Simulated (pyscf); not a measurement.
Optimised with ωB97X-D3(BJ)/def2-SVP in PySCF.

Problem. Cl–TiH(Cl)–Cl (SMILES [Cl][TiH]([Cl])[Cl]) + HF (SMILES F) → F–Ti(Cl)(Cl)–Cl (SMILES [F][Ti]([Cl])([Cl])[Cl]) + H₂ (SMILES [H][H])
Surface: singlet. Broken: H–Ti, F–H. Formed: F–Ti, H–H. Give ΔE‡ and ΔE from ωB97M-D3(BJ)/def2-TZVP, relative to the separated reactants.

Solution. ΔE‡ = 2.2 kcal/mol, ΔE = -41.1 kcal/mol. Zero-point energy shifts the barrier by +0.4 kcal/mol. It is a four-centre exchange, with an imaginary mode of 790i cm⁻¹. On the reactant side the descent ends in an adduct with a F–Ti contact, 3.8 kcal/mol under the separated species and 4.2 kcal/mol under the saddle at ωB97X-D3(BJ)/def2-TZVP. What is counted as formed (F–Ti) is already present as a longer contact in the reactant adduct; forming that adduct is a step of its own. At the saddle there is also a short H–Ti contact that neither side keeps. This is the saddle that the search found; another between the same sides may lie lower.
